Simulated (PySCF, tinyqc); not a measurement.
Ways to converge the cycle: SCF convergence aids in the sto-3g basis, for H2O, spin multiplicity 1. Computed by the program tinyqc with PySCF. Command: `OMP_NUM_THREADS=1 python tinyqc.py 111685 111686 out.jsonl`; one thread of a shared host (Intel(R) Xeon(R) Processor @ 2.60GHz), about 0.8 s.

Geometry (angstrom):
```
atom       x        y       z
O     0.0000   0.0000  0.0000
H     0.0000   1.0170  0.7940
H     0.0000  -1.0840  0.8460
```

lowest restricted solution found by these runs and by PySCF = -74.815135 hartree

RHF with one setting changed at a time; a run stops when the energy changes by less than 1e-09 hartree and the error matrix is below 1e-5. The start is the core Hamiltonian. Damping d keeps d of the old density; a shift (hartree) raises the virtual levels; DIIS n extrapolates F over n matrices.

Largest element of the error matrix X^T (FDS - SDF) X:
```
iteration    plain  damping 0.3  damping 0.6  shift 0.4   DIIS 3   DIIS 8
1          4.1e-01      4.1e-01      4.1e-01    4.1e-01  4.1e-01  4.1e-01
2          4.9e-01      1.2e-01      2.1e-01    9.8e-02  4.9e-01  4.9e-01
3          2.8e-01      7.8e-02      1.4e-01    2.4e-02  1.1e-01  1.1e-01
4          1.2e-01      4.2e-02      9.7e-02    1.0e-02  1.4e-02  1.4e-02
5          6.1e-02      2.4e-02      6.8e-02    4.8e-03  8.6e-03  6.6e-03
6          2.4e-02      1.3e-02      4.8e-02    2.4e-03  6.1e-04  1.2e-03
8          4.9e-03      4.4e-03      2.4e-02    1.1e-03  4.2e-05  3.3e-05
10         1.1e-03      2.1e-03      1.4e-02    5.2e-04  8.1e-06  1.2e-07
14         7.3e-05      5.4e-04      4.7e-03    1.3e-04        -        -
20               -      6.6e-05      1.2e-03    1.8e-05        -        -
30               -            -      2.0e-04          -        -        -
45               -            -      1.3e-05          -        -        -
```

How each run ends:
```
run          iterations  E (hartree)         state
plain                18   -74.815135  lowest found
damping 0.3          26   -74.815135  lowest found
damping 0.6          47   -74.815135  lowest found
shift 0.4            22   -74.815135  lowest found
DIIS 3               10   -74.815135  lowest found
DIIS 8               10   -74.815135  lowest found
```

6 of 6 runs reach the lowest restricted solution found, in 10 to 47 iterations (fastest: DIIS 3, DIIS 8). Plain steps already contract here, so damping only slows them. DIIS 3 and DIIS 8 gain by cancelling the error over several earlier matrices, much as a quasi-Newton step does. The restricted reference is unstable here: a spin-polarised solution lies 0.0104 hartree lower (PySCF), so results built on it describe a poor reference.
